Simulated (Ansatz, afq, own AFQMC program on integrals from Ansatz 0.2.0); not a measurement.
AFQMC on a folder of integrals that Ansatz 0.2.0 wrote.

```yaml
crystal:
  periodic: [false, false, false]
  atoms:
    - {symbol: N, position_ang: [0.000000, 0.000000, 0.000000]}
    - {symbol: H, position_ang: [0.000000, 0.000000, 1.647000]}
basis:
  gaussian: {orbitals: cc-pVDZ}
magnetization: {spin_polarized: true, initial_magnetization: 2}
correlation: {method: ccsd_t, electrons: outside_noble_gas, hamiltonian_folder: ham}
```

```sh
$ ansatz run in.yaml --threads 1 --pin off --events-out ev --progress --plain --max-ram 16896MiB --backend cuda --devices 0, --max-vram 18GiB
```

afq runs on the folder ham with

```
--method phaseless --trial hf --walkers 4000 --populations 20 --least-time 40 --time-step 0.005 --steps-per-block 20 --equilibration-blocks 160 --max-blocks 4000 --target-error 0.00145 --factor-cut 1e-05 --start spin_pure --seed 6345 --taylor-order 6
```

Times are imaginary, in 1/Eh. The walk had a cap of 49 s. With eight or more populations the least sampling time is a fifth of least-time, and the error comes from their spread.

```
orbitals 18  electrons 4 2  factors 111 of 183
reference energy -54.89692909 Eh
CCSD correlation -0.11850837 Eh in 14 cycles, weight of the determinant in the CISD state 0.8302
energy of the start -54.912777 Eh
 block  time / (1/Eh)  mean weight  energy / Eh
     1     0.100  1.0005  -54.941163
     2     0.200  1.0008  -54.962708
     3     0.300  1.0009  -54.978204
     4     0.400  1.0008  -54.989406
     5     0.500  1.0008  -54.999553
     8     0.800  1.0005  -55.012495
    13     1.300  1.0001  -55.019759
    31     3.100  1.0001  -55.027291
    49     4.900  1.0000  -55.026856
    67     6.700  0.9998  -55.021083
    85     8.500  1.0001  -55.019106
   103    10.300  0.9998  -55.022669
   121    12.100  0.9997  -55.020802
   127    12.700  1.0002  -55.017090
   139    13.900  0.9998  -55.019531
   157    15.700  1.0001  -55.024645
   175    17.500  1.0001  -55.021877
   193    19.300  1.0001  -55.023397
   211    21.100  1.0000  -55.021224
   229    22.900  1.0002  -55.024463
   235    23.500  0.9999  -55.021508
error from the spread of 20 populations
energy -55.020785 +/- 0.000422 Eh
(rows thinned)
```

**Question.** Estimate how long the walk took on 1 × NVIDIA H100 80GB HBM3 with 2 threads of AMD EPYC 7R13 Processor (Zen 3) (shared host) (the card was shared).

**Answer.** 20 s of wall time.

The run passed its tests (sampling time, drift between the halves within three errors, error under three times the target), which doesn't prove that it has relaxed.

Against this walk (error 11.5 meV) on the same determinant: CCSD(T) 50.7 meV higher, CCSDT(Q) 0.1 meV lower (within the noise), CCSDTQ 0.9 meV lower (within the noise), full CI 1.2 meV lower (within the noise), a separate phaseless walk with a CISD trial and standard settings 10.7 ± 11.7 meV higher (within the noise). The error is statistical and leaves out the bias of the constraint. The determinant has ⟨S²⟩ = 2.62, so the low cluster orders mix in higher spin, while the walk starts as a pure triplet. The determinant is a poor start (see the cautions), so the low cluster orders aren't to be relied on, and full CI is the sure value.

Cautions: constraint bias not in the error; lower spins were not checked; strong correlation (T1 0.078, weight of the determinant 0.83, largest double 0.21); unrestricted determinant spin contaminated (⟨S²⟩ 2.62 against 2.00).

CCSDT and higher add their correlation energy to the determinant of the CCSD(T) run, since their own runs factorise the integrals more tightly (a shift of under 2 meV). A walk keeps the symmetry of its determinant, which the program's search chose and which needn't be the lowest solution, so a lower state of the same spin and another symmetry isn't excluded.
